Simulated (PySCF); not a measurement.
# Property card for `O=C=O`

Species: CO2.
SMILES with atom numbers: `[O:1]=[C:2]=[O:3]`

**GFN2-xTB geometry**

```
Point group of the GFN2-xTB geometry                    : D∞h
Rotational constant B (linear) of the GFN2-xTB geometry : 12.079 GHz
```

**PBE0/pcSseg-1 ground state and GIAO shieldings, non-relativistic (PySCF)**

```
Dipole moment                                               : 0.00 D
HOMO energy                                                 : -10.71 eV
LUMO energy                                                 : 1.34 eV
HOMO–LUMO gap                                               : 12.05 eV
Lowest Hirshfeld atomic charge                              : -0.17 e on O1/O3
Highest Hirshfeld atomic charge                             : +0.33 e on C2
13C chemical shifts (computed TMS as zero) by class         : 130.3 (C2) ppm
Isotropic shieldings of nuclei other than C and H, by class : 222 (O1/O3) ppm
Mayer bond orders between heavy atoms                       : O1–C2 2.08, C2–O3 2.08
```

From B3LYP/pcJ-1 indirect spin-spin coupling, non-relativistic, gas phase (PySCF):

```
Largest of the computed one-bond spin–spin couplings (means over like bonds) : 17O–13C +11.1 (O1–C2 and 1 like it) Hz
```

Monoisotopic mass from the formula: 43.9898 u.

Point group D∞h forbids a permanent dipole, so the rigid molecule has no electric-dipole pure rotational spectrum. For a rigid linear rotor the levels are B·J(J + 1), so J = 1 lies 2B = 24.16 GHz above J = 0.

